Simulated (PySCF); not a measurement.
# C₅H₆: geometry, NMR shifts, spin-spin couplings, electronic excitations and core binding energies

Aim: predict the NMR shifts, spin-spin couplings, electronic excitations and core binding energies of C₅H₆ (`CC=C1C=C1`).

Computed with PySCF 2.14.0, with density-fitted response routines of our own, on a single molecule in the gas phase. Atoms are numbered from 0 throughout.

## (1) The starting structure

11 atoms, charge 0, multiplicity 1; geometry from: GFN2-xTB.

Bonds of the start (Å): C0–C1 1.50, C1–C2 1.31, C2–C3 1.45, C3–C4 1.32, C4–C2 1.45, C0–H5 1.09, C0–H6 1.09, C0–H7 1.09, C1–H8 1.08, C3–H9 1.06, C4–H10 1.06.

## (2) Optimising the geometry at PBE0-D3(BJ)/def2-SVP

The job: settings as JSON, then the geometry in Å.

```
{"job": {"xc": "PBE0", "basis": "def2-SVP", "d3": "d3bj", "grid": 1, "kind": "geom"}, "charge": 0, "multiplicity": 1}
C     -1.725967     0.150077    -0.377895
C     -0.618572    -0.455816     0.434049
C      0.648232    -0.166700     0.265067
C      1.733144     0.537951    -0.399261
C      2.061895    -0.291683     0.576104
H     -1.327543     0.847865    -1.110207
H     -2.285036    -0.624801    -0.903543
H     -2.424356     0.683342     0.267955
H     -0.914860    -1.164638     1.195462
H      2.040549     1.229264    -1.146559
H      2.817939    -0.742190     1.172865
```

**Question.** This job is followed by: GIAO PBE0/pcSseg-1 NMR shielding, non-relativistic, gas phase; B3LYP/pcJ-1 indirect spin-spin coupling, non-relativistic, gas phase; TDDFT PBE0/def2-SVPD, vertical, gas phase, core orbitals frozen in the response; GIAO WP04/pcSseg-2 NMR shielding, non-relativistic, gas phase; delta-SCF UKS SCAN, pcX-2 on the ionised atom, pcseg-1 elsewhere, spin-free X2C. What will the session give for the following? point group; rotational constants (main isotopes); 13C shifts against TMS (PBE0/pcSseg-1); 1H shifts against TMS (PBE0/pcSseg-1, means over atoms taken as alike); largest coupling of the table (B3LYP/pcJ-1); lowest singlet (PBE0/def2-SVPD); brightest single state of those computed; lowest triplet; vertical ionisation energy (ΔSCF); C1s binding energies, SCAN/pcX-2 (standing for 3 of 5 atoms); range of the shift of C2.

The runs gave:

| quantity | value |
| --- | --- |
| point group | Cs |
| rotational constants (main isotopes) | 18.23, 3.26, 2.81 GHz |
| 13C shifts against TMS (PBE0/pcSseg-1) | 140.9, 140.7, 117.2, 76.0, 17.6 ppm |
| 1H shifts against TMS (PBE0/pcSseg-1, means over atoms taken as alike) | 8.21, 8.09, 4.15, 1.75 ppm |
| largest coupling of the table (B3LYP/pcJ-1) | 1J(C,H) C4–H10, 236.3 Hz |
| lowest singlet (PBE0/def2-SVPD) | 3.94 eV (314 nm), f = 0.010 |
| brightest single state of those computed | state 8, 7.02 eV, f = 0.602 |
| lowest triplet | 2.98 eV |
| vertical ionisation energy (ΔSCF) | 7.72 eV |
| C1s binding energies, SCAN/pcX-2 (standing for 3 of 5 atoms) | C2 290.73, C0 290.30, C1 289.35 eV |
| range of the shift of C2 | 117.2 to 121.7 ppm |

Relaxing lowered the energy by 0.063 eV in 3 steps; the close pair that moved most is C4–H10, from 1.063 to 1.088 Å. No frequency check was run at this level, so the end point may be a saddle. In the run at B3LYP/pcJ-1, the largest coupling of the table is C4–H10, 236.3 Hz, of which the Fermi-contact term gives 236.8 Hz. The lowest singlet, at 3.94 eV, is HOMO→LUMO 0.99 and is weak; of the 10 states computed, the strongest absorption comes from state 8 at 7.02 eV. The lowest triplet lies 0.96 eV below the lowest singlet (triplets in Tamm-Dancoff, singlets in full TDDFT). At PBE0/def2-SVPD, the highest states lie near or above the ionisation energy, where they hang on the basis. The orbital energy would give 5.67 eV for ionisation, ΔSCF gives 7.72 eV. C2 (fully substituted alkene carbon) binds its C1s electron 1.38 eV more tightly than C1 (alkene CH). Only 3 of the 5 C atoms are covered by sound results. Across the 2 runs the shift of C2 moves most, between 117.2 (PBE0/pcSseg-1) and 121.7 ppm (WP04/pcSseg-2).
